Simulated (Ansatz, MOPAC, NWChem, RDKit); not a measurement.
N2 (nitrogen): the equilibrium bond length, rung by rung

N2, singlet, SMILES `N#N`. Each level relaxes the structure for itself.

Quantity: the equilibrium bond length, in Å. The values are calculated.

Measured value to compare with: Huber and Herzberg, Constants of Diatomic Molecules gives the equilibrium bond length of the gas as 1.098 Å.

```json
{"level": "MMFF94", "kind": "force field", "program": "RDKit", "value (Å)": "1.460", "computed − measured": "+0.362"}
{"level": "UFF", "kind": "force field", "program": "RDKit", "value (Å)": "1.120", "computed − measured": "+0.022"}
{"level": "MNDOD", "kind": "semi-empirical", "program": "MOPAC", "value (Å)": "1.104", "computed − measured": "+0.006"}
{"level": "PM6-ORG", "kind": "semi-empirical", "program": "MOPAC", "value (Å)": "1.123", "computed − measured": "+0.025"}
{"level": "HF/cc-pVTZ", "kind": "Hartree–Fock", "program": "Ansatz", "value (Å)": "1.067", "computed − measured": "-0.031"}
{"level": "SVWN5/cc-pVTZ", "kind": "LDA", "program": "NWChem", "value (Å)": "1.096", "computed − measured": "-0.002"}
{"level": "BLYP/cc-pVTZ", "kind": "GGA", "program": "Ansatz", "value (Å)": "1.103", "computed − measured": "+0.005"}
{"level": "B2PLYP/cc-pVTZ", "kind": "double hybrid", "program": "Ansatz", "value (Å)": "1.099", "computed − measured": "+0.001"}
{"level": "MP2/cc-pVTZ", "kind": "perturbation theory", "program": "Ansatz", "value (Å)": "1.114", "computed − measured": "+0.016"}
{"level": "CCSD(T)/cc-pVTZ", "kind": "coupled cluster or CI", "program": "Ansatz", "value (Å)": "1.104", "computed − measured": "+0.006"}
```

Nearest: SVWN5/cc-pVTZ (-0.002 Å), B2PLYP/cc-pVTZ (+0.001 Å); farthest: MMFF94 (+0.362 Å). Computed less measured by kind, in Å (cc-pVTZ rows): force field +0.022 to +0.362; semi-empirical +0.006 to +0.025; Hartree–Fock -0.031; LDA -0.002; GGA +0.005; double hybrid +0.001; perturbation theory +0.016; coupled cluster or CI +0.006.
